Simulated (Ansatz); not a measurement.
## fcc Al

Method: r²SCAN+rVV10 (plane waves, PAW; Ansatz, a first-principles code).

Numerical settings: plane-wave cutoff 560 eV, 24×24×24 k mesh, Fermi–Dirac smearing 0.05 eV, scalar-relativistic PAW data made under PBE.

Cell: relaxed at this level.

| Quantity | Value |
|---|---|
| volume per atom | 15.84 Å³/atom |
| bulk modulus B0 | 93.8 GPa |
| lattice parameter a | 3.987 Å |
| band gap | none |
| pressure derivative B′ of the bulk modulus | 4.7 |

Measured, for comparison: equilibrium volume per atom 16.22 Å³/atom, lattice constant a 4.018 Å (static lattice: zero-point anharmonic expansion removed; as tabulated in Mejia-Rodriguez and Trickey (2018), arXiv:1807.09216); bulk modulus 80.8 GPa (corrected for temperature and zero-point phonon effects, our sources range from 77.1 to 82.0; as tabulated in Levämäki et al. (2014), arXiv:1402.3671). Computed (rounded) less measured: equilibrium volume per atom -2.3 %, bulk modulus +16 % (+14 % to +22 % over the range), lattice constant a -0.8 %.

Computed values are for the static lattice.
